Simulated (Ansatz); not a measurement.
# CH₂Si+ (doublet): wave-function methods side by side, cc-pVDZ

The task here is to estimate one member of a computed series from the others.

Program: Ansatz 0.2.0, Gaussian basis. Level of theory: cc-pVDZ, core rule «outside noble gas», up to 6 orbitals frozen. These are calculated values, not measurements.

To be run: UHF; CCSD(T) on ROHF; CCSD(T) on UHF; BCCD(T) on ROHF; CISD; CCSDT(Q) on ROHF; CCSDT(Q) on UHF; CASSCF and MRCISD+Q, 9 electrons in 10 orbitals; CASSCF and NEVPT2, 9 electrons in 10 orbitals.

15 further runs of the same task are left out: 7 that didn't finish, 8 set aside as unsound or not needed.

### The system

The geometry is a PBE0/def2-TZVP stationary point (not a proven minimum) of the parent state, kept for this charge and spin.

4 atoms, charge 1, spin multiplicity 2.

Atoms are counted from 1 here; the program's logs count them from 0.

Bond lengths: Si1–C2 1.775 Å, Si1–H3 1.482 Å, Si1–H4 1.482 Å. Angles: C2–Si1–H3 120.9°, C2–Si1–H4 120.9°, H3–Si1–H4 118.2°.

Set-up of the first run:

in.yaml reads:

```yaml
crystal:
  periodic: [false, false, false]
  atoms:
    - {symbol: Si, position_ang: [0.000000, 0.000000, 0.469659]}
    - {symbol: C, position_ang: [0.000000, 0.000000, -1.304890]}
    - {symbol: H, position_ang: [0.000000, 1.271280, 1.231239]}
    - {symbol: H, position_ang: [0.000000, -1.271280, 1.231239]}
basis:
  gaussian: {orbitals: cc-pVDZ}
total_charge: 1
magnetization: {spin_polarized: true, initial_magnetization: 1}
hamiltonian: {xc: hf}
output: {orbitals: {seedname: orbitals}}
```

Command:

```console
> ansatz run in.yaml --threads 1 --pin off --events-out ev --progress --plain --max-ram 2393MiB
```

Steps of the session up to this table: UHF; CCSD(T) on ROHF; CCSD(T) on UHF; BCCD(T) on ROHF; CISD; CCSDT(Q) on ROHF; CCSDT(Q) on UHF; CASSCF and MRCISD+Q, 9 electrons in 10 orbitals; CASSCF and NEVPT2, 9 electrons in 10 orbitals.

One table of the session follows, with a row left open; its other results are not shown here.

| method | from UCCSDT(Q) (meV) |
| --- | --- |
| ROHF | +5516.6 |
| UHF | +4938.7 |
| RMP2 | +1426.6 |
| UMP2 | +1313.1 |
| CISD | +593.6 |
| RCCSD | +212.0 |
| UCCSD | +141.8 |
| RCCSD(T) | +54.5 |
| UCCSD(T) | -36.2 |
| BCCD(T) | +54.7 |
| RCCSDT | +9.6 |
| UCCSDT | +14.5 |
| RCCSDT(Q) | +0.5 |
| UCCSDT(Q) | 0 |
| CASSCF valence | +3003.2 |
| NEVPT2 valence | ? |
| MRCISD valence | +177.9 |
| MRCISD+Q valence | +30.2 |

Estimate the missing values for NEVPT2 valence.

**Answer.** from UCCSDT(Q) (meV): +816.3. In the column «from UCCSDT(Q) (meV)» it lies between CISD (+593.6) and UMP2 (+1313.1).

Among the levels timed on like hardware and quicker than the yardstick, those that no quicker one beats, quickest first: CISD (1.6 s, +593.6 meV); BCCD(T) (4 s, +54.7 meV); RCCSD(T) (4.9 s, +54.5 meV); UCCSD(T) (11 s, -36.2 meV); MRCISD+Q valence (11 s, +30.2 meV); RCCSDT(Q) (16 s, +0.5 meV).

The program flags UCCSD(T) as in doubt (see the logs), so those rows may rest on another solution; read them beside their warnings.

Caveats from the session: The determinant is far from a pure spin state, so its energy mixes those of several spin states (harmless only where they are near-degenerate, as at dissociation). The program flags UCCSD(T) as in doubt, so those rows may rest on another solution; read them beside their warnings. Of the multireference levels listed MRCISD+Q valence comes nearest in total energy (+30.2 meV), which doesn't show that its space is the better one. Restricted and unrestricted rows rest on different reference determinants; where their highest levels disagree by more than a few hundredths of an eV, they describe different states and don't form one ladder. Warnings in the runs' records: asymmetric forces.
